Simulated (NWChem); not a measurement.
System: butadiene (C₄H₆); SMILES C=CC=C

NWChem input:

```
start job
memory heap 200 mb stack 900 mb global 1100 mb
geometry units angstroms noautoz
  C     -0.119342     1.846902     0.000000
  C      0.396445     0.609796     0.000000
  C     -0.396445    -0.609796     0.000000
  C      0.119342    -1.846902     0.000000
  H     -1.201651     2.011213     0.000000
  H      0.518917     2.733606     0.000000
  H      1.485980     0.482461     0.000000
  H     -1.485980    -0.482461     0.000000
  H     -0.518917    -2.733606     0.000000
  H      1.201651    -2.011213     0.000000
end
basis spherical
  * library def2-tzvp
end
dft
  xc rpbe cpbe96
  iterations 150
  mulliken
end
task dft energy
```

NWChem printed, in part:

```
             Northwest Computational Chemistry Package (NWChem) 7.3.0
             --------------------------------------------------------

 C2H symmetry detected

                             Geometry "geometry" -> ""
                             -------------------------

 Output coordinates in angstroms (scale by  1.889725989 to convert to a.u.)

  No.       Tag          Charge          X              Y              Z
 ---- ---------------- ---------- -------------- -------------- --------------
    1 C                    6.0000    -0.11835110     1.84696576     0.00000000
    2 C                    6.0000     0.39677210     0.60958322     0.00000000
    3 C                    6.0000    -0.39677210    -0.60958322     0.00000000
    4 C                    6.0000     0.11835110    -1.84696576     0.00000000
    5 H                    1.0000    -1.20057179     2.01185741     0.00000000
    6 H                    1.0000     0.52038353     2.73332720     0.00000000
    7 H                    1.0000     1.48623863     0.48166369     0.00000000
    8 H                    1.0000    -1.48623863    -0.48166369     0.00000000
    9 H                    1.0000    -0.52038353    -2.73332720     0.00000000
   10 H                    1.0000     1.20057179    -2.01185741     0.00000000

 Effective nuclear repulsion energy (a.u.)     103.4646448373

      Symmetry information
      --------------------

 Group name             C2h
 Group number             21
 Group order               4
 No. of unique centers     5

  pbe96 is a nonlocal functional; adding pw91lda local functional.

                                 NWChem DFT Module
                                 -----------------

 Summary of "ao basis" -> "ao basis" (spherical)
 ------------------------------------------------------------------------------
       Tag                 Description            Shells   Functions and Types
 ---------------- ------------------------------  ------  ---------------------
 C                         def2-tzvp                11       31   5s3p2d1f
 H                         def2-tzvp                 4        6   3s1p

      Symmetry analysis of basis
      --------------------------

        ag         57
        au         23
        bg         23
        bu         57

            General Information
            -------------------
          SCF calculation type: DFT
          Wavefunction type:  closed shell.
          No. of atoms     :    10
          No. of electrons :    30
           Alpha electrons :    15
            Beta electrons :    15
          Charge           :     0
          Spin multiplicity:     1
          Use of symmetry is: on ; symmetry adaption is: on
          Maximum number of iterations: 150
          AO basis - number of functions:   160
                     number of shells:    68
          Convergence on energy requested:  1.00D-06
          Convergence on density requested:  1.00D-05
          Convergence on gradient requested:  5.00D-04

              XC Information
              --------------
                          RPBE Exchange Functional  1.000
            Perdew 1991 LDA Correlation Functional  1.000 local
           PerdewBurkeErnz. Correlation Functional  1.000 non-local

             Grid Information
             ----------------
          Grid used for XC integration:  medium
          Radial quadrature: Mura-Knowles
          Angular quadrature: Lebedev.
          Tag              B.-S. Rad. Rad. Pts. Rad. Cut. Ang. Pts.
          ---              ---------- --------- --------- ---------
          C                   0.70       49          12.0       434
          H                   0.35       45          13.0       434
          Grid pruning is: on
          Number of quadrature shells:   233
          Spatial weights used:  Erf1

      Superposition of Atomic Density Guess
      -------------------------------------

 Sum of atomic energies:        -153.68416801

      Non-variational initial energy
      ------------------------------

 Total energy =    -156.182844
 1-e energy   =    -408.833831
 2-e energy   =     149.186342
 HOMO         =      -0.283164
 LUMO         =      -0.050267

      Symmetry analysis of molecular orbitals - initial
      -------------------------------------------------

  Numbering of irreducible representations:

     1 ag          2 au          3 bg          4 bu

  Orbital symmetries:

     1 ag          2 bu          3 ag          4 bu          5 ag
     6 bu          7 ag          8 bu          9 bu         10 ag
    11 ag         12 bu         13 au         14 ag         15 bg
    16 au         17 bg         18 bu         19 bu         20 ag
    21 ag         22 bu         23 ag         24 bu         25 ag

     ---------------------------------------------
      Total Density - Mulliken Population Analysis
     ---------------------------------------------

    Atom       Charge   Shell Charges
 -----------   ------   -------------------------------------------------------
    1 C    6     6.37   0.86  1.12  0.57  0.66  0.13  1.22  1.29  0.46  0.01  0.03  0.01
    2 C    6     6.10   0.86  1.12  0.57  0.62  0.07  1.20  1.26  0.32  0.02  0.06  0.01
    3 C    6     6.10   0.86  1.12  0.57  0.62  0.07  1.20  1.26  0.32  0.02  0.06  0.01
    4 C    6     6.37   0.86  1.12  0.57  0.66  0.13  1.22  1.29  0.46  0.01  0.03  0.01
    5 H    1     0.84   0.24  0.45  0.13  0.02
    6 H    1     0.84   0.24  0.45  0.13  0.02
    7 H    1     0.85   0.24  0.45  0.14  0.02
    8 H    1     0.85   0.24  0.45  0.14  0.02
    9 H    1     0.84   0.24  0.45  0.13  0.02
   10 H    1     0.84   0.24  0.45  0.13  0.02

[...]
```

Level: RPBE/def2-TZVP. Coordinates come from a PBE0/def2-SVP optimisation.
